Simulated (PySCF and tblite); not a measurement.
Values are calculated unless marked as measured or tabulated.
System: C₃H₄O₂, numbered as in [CH2:1]=[CH:2][C:3](=[O:4])[OH:5].

Motion: rotation about the C2–C3 bond (torsion C1–C2–C3–O4 from 0° to 180°, rising). GFN2-xTB gives an electronic barrier of 3.9 kcal/mol and a reaction energy of 0.6 kcal/mol.

What does PBE0/pcSseg-1 + D3(BJ), IEF-PCM acetone give on GFN2-xTB geometries?

A barrier of 6.1 kcal/mol, 2.2 above the tight-binding barrier (from unrounded values), a reaction energy of 0.3 kcal/mol and, with GFN2-xTB thermal terms, ΔG‡(298 K) = 6.2 kcal/mol and k = 3.6×10⁸ s⁻¹ (2 equivalent paths).

Programs: tblite and PySCF.
